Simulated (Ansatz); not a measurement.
**Nudged elastic band run: BClH₄O**

The input (input.yaml):

```yaml
crystal:
  periodic: [false, false, false]
  atoms:
    - { symbol: B, position_ang: [-0.137369, -0.433073, -0.016098] }
    - { symbol: O, position_ang: [-0.508385, 0.166955, 1.150907] }
    - { symbol: H, position_ang: [-1.143596, -0.349035, 1.681552] }
    - { symbol: H, position_ang: [0.651741, 0.176733, -0.706654] }
    - { symbol: H, position_ang: [-0.596615, -1.522277, -0.311536] }
    - { symbol: Cl, position_ang: [0.790748, 3.00318, 1.649766] }
    - { symbol: H, position_ang: [0.183676, 1.842217, 1.576563] }
basis:
  gaussian: { orbitals: def2-SVP }
hamiltonian:
  xc: pbe
  dispersion: d4
neb:
  order_check: false
  images: 7
  f_tol: 0.2
  max_iterations: 60
  final_atoms:
    - { symbol: B, position_ang: [0.02933592, 0.35182561, 0.03125138] }
    - { symbol: O, position_ang: [-0.14440088, -0.10304157, 1.63362512] }
    - { symbol: H, position_ang: [-1.08018629, 0.08542778, 1.86192119] }
    - { symbol: H, position_ang: [1.17428012, 0.02657908, -0.22410368] }
    - { symbol: H, position_ang: [-0.88326722, -0.24396188, -0.51480561] }
    - { symbol: Cl, position_ang: [-0.21814106, 2.18677335, 0.10912674] }
    - { symbol: H, position_ang: [0.36257943, 0.58109763, 2.12748486] }
  initial_path:
    images:
      - { positions_ang: [[-0.137369, -0.433073, -0.016098], [-0.508385, 0.166955, 1.150907], [-1.143596, -0.349035, 1.681552], [0.651741, 0.176733, -0.706654], [-0.596615, -1.522277, -0.311536], [0.790748, 3.00318, 1.649766], [0.183676, 1.842217, 1.576563]] }
      - { positions_ang: [[-0.08247594, -0.33897744, 0.00141445], [-0.41002026, 0.14773379, 1.3123574], [-1.12138235, -0.30584389, 1.77448081], [0.78201652, 0.1099571, -0.63517374], [-0.66624884, -1.17226807, -0.39607818], [0.6154915, 2.76281608, 1.37880691], [0.12281938, 1.68128242, 1.58869234]] }
      - { positions_ang: [[-0.02758289, -0.24488187, 0.0189269], [-0.31165552, 0.12851258, 1.4738078], [-1.09916871, -0.26265278, 1.86740961], [0.91229204, 0.0431812, -0.56369347], [-0.73588268, -0.82225914, -0.48062035], [0.440235, 2.52245217, 1.10784783], [0.06196276, 1.52034784, 1.60082168]] }
      - { positions_ang: [[0.02731017, -0.15078631, 0.03643935], [-0.21329078, 0.10929136, 1.63525821], [-1.07695506, -0.21946167, 1.96033842], [1.04256756, -0.02359469, -0.49221321], [-0.80551653, -0.47225021, -0.56516253], [0.2649785, 2.28208825, 0.83688874], [0.00110613, 1.35941326, 1.61295101]] }
      - { positions_ang: [[0.08220322, -0.05669074, 0.0539518], [-0.11492605, 0.09007015, 1.79670861], [-1.05474141, -0.17627056, 2.05326723], [1.17284309, -0.09037059, -0.42073295], [-0.87515037, -0.12224128, -0.6497047], [0.089722, 2.04172434, 0.56592966], [-0.05975049, 1.19847868, 1.62508035]] }
      - { positions_ang: [[0.0689864, 0.04543835, 0.0482767], [-0.12229476, 0.04179222, 1.75593774], [-1.06110263, -0.11084597, 2.00543072], [1.17320234, -0.06113317, -0.37157563], [-0.87717958, -0.15267143, -0.61597993], [0.01275624, 2.07798659, 0.45172893], [0.04583199, 1.04413342, 1.75068148]] }
      - { positions_ang: [[0.05576957, 0.14756743, 0.04260159], [-0.12966346, -0.00648571, 1.71516687], [-1.06746385, -0.04542139, 1.95759421], [1.1735616, -0.03189575, -0.32241832], [-0.8792088, -0.18310158, -0.58225516], [-0.06420953, 2.11424884, 0.3375282], [0.15141447, 0.88978815, 1.87628261]] }
      - { positions_ang: [[0.04255274, 0.24969652, 0.03692649], [-0.13703217, -0.05476364, 1.67439599], [-1.07382507, 0.02000319, 1.9097577], [1.17392086, -0.00265834, -0.273261], [-0.88123801, -0.21353173, -0.54853038], [-0.14117529, 2.1505111, 0.22332747], [0.25699695, 0.73544289, 2.00188373]] }
      - { positions_ang: [[0.02933592, 0.35182561, 0.03125138], [-0.14440088, -0.10304157, 1.63362512], [-1.08018629, 0.08542778, 1.86192119], [1.17428012, 0.02657908, -0.22410368], [-0.88326722, -0.24396188, -0.51480561], [-0.21814106, 2.18677335, 0.10912674], [0.36257943, 0.58109763, 2.12748486]] }
```

Launched with:

```bash
$ ansatz run input.yaml --threads 1 --pin off --max-ram 2048MiB --backend cpu --events-out ev --progress --plain --runs-dir out
```

Output, in part (warnings, iteration lines, the closing report on the highest movable image, with atoms numbered from 0):

```
NEB end point (image 0): max|allowed force component| = 3.206e-3 eV/Å (the criterion of neb.relax_end_points is 4.000e-2)
NEB end point (image 8): max|allowed force component| = 8.439e-3 eV/Å (the criterion of neb.relax_end_points is 4.000e-2)
NEB iter   1: max|band force component| = 6.501e0 eV/Å  barrier→ = 2.4175 eV  barrier← = 2.4298 eV  Δτ_max = 0.1967 Å  (220 SCF iters)
NEB iter   2: max|band force component| = 3.237e0 eV/Å  barrier→ = 1.0222 eV  barrier← = 1.0345 eV  Δτ_max = 0.1981 Å  (217 SCF iters)
NEB iter   3: max|band force component| = 1.176e0 eV/Å  barrier→ = 0.7791 eV  barrier← = 0.7914 eV  Δτ_max = 0.1979 Å  (201 SCF iters)
NEB iter   4: max|band force component| = 1.657e0 eV/Å  barrier→ = 0.7556 eV  barrier← = 0.7679 eV  Δτ_max = 0.0993 Å  (201 SCF iters)
NEB iter   5: max|band force component| = 1.386e0 eV/Å  barrier→ = 0.8199 eV  barrier← = 0.8321 eV  Δτ_max = 0.0949 Å  (187 SCF iters)
NEB iter   6: max|band force component| = 1.127e0 eV/Å  barrier→ = 0.7835 eV  barrier← = 0.7958 eV  Δτ_max = 0.1005 Å  (187 SCF iters)
NEB iter   7: max|band force component| = 1.613e0 eV/Å  barrier→ = 0.6666 eV  barrier← = 0.6788 eV  Δτ_max = 0.0503 Å  (189 SCF iters)
NEB iter   8: max|band force component| = 7.436e-1 eV/Å  barrier→ = 0.5707 eV  barrier← = 0.5830 eV  Δτ_max = 0.1004 Å  (184 SCF iters)
NEB iter   9: max|band force component| = 6.949e-1 eV/Å  barrier→ = 0.4536 eV  barrier← = 0.4659 eV  Δτ_max = 0.1015 Å  (195 SCF iters)
NEB iter  10: max|band force component| = 1.438e0 eV/Å  barrier→ = 0.3719 eV  barrier← = 0.3841 eV  Δτ_max = 0.0498 Å  (186 SCF iters)
NEB iter  11: max|band force component| = 7.114e-1 eV/Å  barrier→ = 0.3554 eV  barrier← = 0.3677 eV  Δτ_max = 0.0795 Å  (178 SCF iters)
NEB iter  12: max|band force component| = 5.227e-1 eV/Å  barrier→ = 0.3728 eV  barrier← = 0.3850 eV  CI = image 5  Δτ_max = 0.1009 Å  (183 SCF iters)
NEB iter  13: max|band force component| = 5.190e-1 eV/Å  barrier→ = 0.4878 eV  barrier← = 0.5000 eV  CI = image 5  Δτ_max = 0.1965 Å  (190 SCF iters)
NEB iter  14: max|band force component| = 1.076e0 eV/Å  barrier→ = 0.5842 eV  barrier← = 0.5965 eV  CI = image 5  Δτ_max = 0.1001 Å  (193 SCF iters)
NEB iter  15: max|band force component| = 3.799e-1 eV/Å  barrier→ = 0.5747 eV  barrier← = 0.5870 eV  CI = image 5  Δτ_max = 0.0822 Å  (190 SCF iters)
NEB iter  16: max|band force component| = 1.991e-1 eV/Å  barrier→ = 0.5702 eV  barrier← = 0.5824 eV  CI = image 5  Δτ_max = 0.0000 Å  (362 SCF iters)
Total energy: -15296.83057379 eV, -562.1481550226 hartree
Atom 0 at     0.042817     0.060269     0.168217 Å, force    -0.030395     0.004598    -0.000292 eV/Å
Atom 1 at    -0.086113    -0.090793     1.647401 Å, force    -0.000748     0.049221     0.016645 eV/Å
Atom 2 at    -1.015594    -0.272098     1.887744 Å, force     0.013578     0.001930    -0.002851 eV/Å
Atom 3 at     1.158000    -0.153477    -0.243669 Å, force     0.020933     0.002798    -0.007463 eV/Å
Atom 4 at    -0.960110    -0.160743    -0.479254 Å, force     0.002374     0.006899    -0.007034 eV/Å
Atom 5 at     0.086578     2.264880     0.478813 Å, force     0.003770    -0.026904     0.005402 eV/Å
Atom 6 at     0.014623     1.236661     1.565249 Å, force    -0.009513    -0.038542    -0.004407 eV/Å
Dipole moment:    -0.340240    -0.166589     0.356374 e Å
```

The forces met the threshold. The threshold of 0.2 eV/Å is loose, so the images may lie well off the minimum-energy path. Another band between the same ends (7 images) ends at a top of the same energy, where a vibrational analysis finds 1 clearly imaginary mode. The orbitals stay closed-shell, which can raise the energy where a bond breaks towards radicals; this wasn't checked here.

Final band (atoms are numbered from 1 in the order of the input):

```csv
image,path coordinate (Å),energy (kJ/mol),Cl6–H7 (Å),B1–Cl6 (Å),O2–H7 (Å)
0,0.00,0.0,1.31,3.93,1.86
1,0.62,1.1,1.31,3.84,1.87
2,1.23,3.3,1.31,3.66,1.93
3,1.85,6.4,1.31,3.33,2.02
4,2.47,15.5,1.32,2.81,1.88
5,3.08,55.0,1.50,2.23,1.33
6,3.54,10.5,1.93,1.94,1.03
7,4.00,-0.9,2.41,1.86,0.99
8,4.46,-1.2,2.64,1.85,0.98
```

The run took 2.6 min on 1 thread of Arm Neoverse V1 (shared host), peak memory 0.11 GiB.
